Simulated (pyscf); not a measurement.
Cl–CH•–Cl + H₂ -> Cl–CH₂–Cl + H•, a hydrogen abstraction (doublet surface; H–H broken, C–H formed). Optimised with ωB97X-D3(BJ)/def2-SVP in PySCF. Energies in kJ/mol from the separated reactants.

Small-basis levels: PySCF, no dispersion term, spherical d functions. Open shells are spin-unrestricted. 

### Question
In single points B3LYP/6-31G* puts the saddle at 58.7 kJ/mol and the reaction energy at +33.8 kJ/mol. Should these be trusted to within a few kcal/mol? Compare with ωB97M-D3(BJ)/def2-TZVP.

### Answer
ωB97M-D3(BJ)/def2-TZVP gives ΔE‡ = 66.3 kJ/mol and ΔE = +24.9 kJ/mol. B3LYP/6-31G* lies 7.7 kJ/mol under it in the barrier and 8.8 kJ/mol over it in the reaction energy, so on this step it holds to within 12.6 kJ/mol. ωB97M-D3(BJ)/def2-TZVP has limits of its own. One saddle was located; it need not be the lowest between these sides. The angle at the transferred H is 179°.
